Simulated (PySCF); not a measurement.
**Boronic Acid (BH₃O₂): geometry, spin-spin couplings**

What spin-spin couplings should Boronic Acid (BH₃O₂) (`OBO`) show?

Computed with PySCF 2.14.0, with density-fitted response routines of our own, on a single molecule in the gas phase. Atoms are numbered from 0 throughout.

## Step 1: The starting structure

6 atoms, charge 0, multiplicity 1; geometry from: GFN2-xTB.

Bonds of the start (Å): O0–B1 1.35, B1–O2 1.35, O0–H3 0.95, B1–H4 1.19, O2–H5 0.95.

## Step 2: Relaxing the molecule at PBE0-D3(BJ)/def2-SVP

The job: settings as JSON, then the geometry in Å.

```
{"job": {"xc": "PBE0", "basis": "def2-SVP", "d3": "d3bj", "grid": 1, "kind": "geom"}, "charge": 0, "multiplicity": 1}
O     -1.139940    -0.601240     0.073030
B      0.000740     0.106580    -0.029280
O      1.145570    -0.575740     0.160980
H     -1.953240    -0.120080    -0.062180
H     -0.002630     1.270840    -0.274460
H      1.955740    -0.076370     0.088760
```

**Question.** After this job, these run on its result: B3LYP/cc-pVTZ indirect spin-spin coupling, non-relativistic, gas phase; B3LYP/6-31G* indirect spin-spin coupling, non-relativistic, gas phase. What will the session give for the following? point group; rotational constants (main isotopes); largest coupling (B3LYP/cc-pVTZ); range of J(B1,H4).

**Answer**, as computed:

| quantity | value |
| --- | --- |
| point group | C2v |
| rotational constants (main isotopes) | 68.98, 10.08, 8.79 GHz |
| largest coupling (B3LYP/cc-pVTZ) | ¹J(B,H) B1–H4, 149.1 Hz |
| range of J(B1,H4) | 149.1 to 168.2 Hz |

In words: The optimisation took 5 steps and gained 0.027 eV; among the bonds of the start, B1–H4 changed most, from 1.190 to 1.218 Å. No frequency check was run at this level, so the end point may be a saddle. Of the pairs computed, B1–H4 couples most strongly (149.1 Hz; Fermi contact 148.6 Hz). The coupling B1–H4 runs from 149.1 Hz (B3LYP/cc-pVTZ) to 168.2 Hz (B3LYP/6-31G*). Couplings from bases without tight functions are rough.
